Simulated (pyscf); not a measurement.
Thermochemistry of product channels of H₂N–SiH: [singlet] + silane (SiH₄) on the singlet surface, in kcal/mol, from ωB97M-D3(BJ)/def2-TZVP energies (ideal gas, 1 atm, RRHO with modes under 100 cm⁻¹ raised to 100, one conformer, R ln 2 for rigid chiral ones). PySCF, gas phase, ωB97X-D3(BJ)/def2-SVP geometries.

```csv
products,ΔE,ΔH(298 K),ΔG(900 K),ΔG(1200 K)
H₂N–SiH₂–SiH₃,___,-31.0,-5.3,+2.3
:HSi–NH–SiH₃ [singlet] + hydrogen (H₂),-5.2,-7.9,-5.7,___
```

Problem. Fill in the missing entries.

Solution. 
- H₂N–SiH₂–SiH₃, ΔE: -32.3
- :HSi–NH–SiH₃ [singlet] + hydrogen (H₂), ΔG(1200 K): -5.8

The channel to H₂N–SiH₂–SiH₃ turns unfavourable between 298 and 1200 K (ΔG from -22.0 kcal/mol to +2.3 kcal/mol).

These are energies of the channels, which say nothing of barriers. H₂N–SiH₂–SiH₃ lies 14.8 kcal/mol over its isomer H₃Si–NH–SiH₃, and others may lie lower still (electronic energy, ωB97M-D3(BJ)).
